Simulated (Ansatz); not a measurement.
**How the LA phonon frequency at L of zinc-blende HgTe moves with the method**

No measured value is used here.

```tsv
level (code)	value (cm⁻¹)	cell (Å³/atom)
LDA (Ansatz)	82	33.31
PBE (Ansatz)	75	36.76
r²SCAN (Ansatz)	78	35.49
```

Density-functional levels without +SOC have no spin–orbit coupling. LDA, PBE, r²SCAN: the solid has no gap at this level, which affects its response. Each level is taken at its own relaxed cell. Cutoffs differ between the levels. Ansatz's density-functional and Hartree–Fock values are scalar-relativistic unless marked +SOC, with PAW data made under PBE.

Ansatz is an electronic-structure program.
